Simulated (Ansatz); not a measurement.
A calculation with Ansatz (development build ahead of 0.2.0).

```yaml
crystal:
  periodic: [false, false, false]
  atoms:
    - { symbol: O, position_ang: [-0.04033, -0.09875, -0.07322] }
    - { symbol: H, position_ang: [0.61041, 0.49313, 0.30846] }
    - { symbol: O, position_ang: [2.97451, 0.10874, 0.04119] }
    - { symbol: H, position_ang: [3.77716, -0.01383, -0.4439] }
    - { symbol: H, position_ang: [3.01991, -0.63788, 0.64381] }
basis:
  gaussian: { orbitals: def2-SVP }
magnetization:
  spin_polarized: true
  initial_magnetization: 1
hamiltonian:
  xc: hf
output:
  forces: true
```

The input is written out in the form of the current development build from the run's settings.

Output:

```json
{
 "Converged": "yes",
 "Total energy": "-151.29210 hartree",
 "Spin squared of the determinant": "0.755",
 "Stability test": "minimum"
}
```

Forces (eV/Å):
```tsv
atom	Fx	Fy	Fz
O1	0.041	0.100	0.138
H2	0.029	-0.118	-0.199
O3	0.366	-1.001	0.697
H4	-0.043	0.365	-0.314
H5	-0.393	0.655	-0.323
```
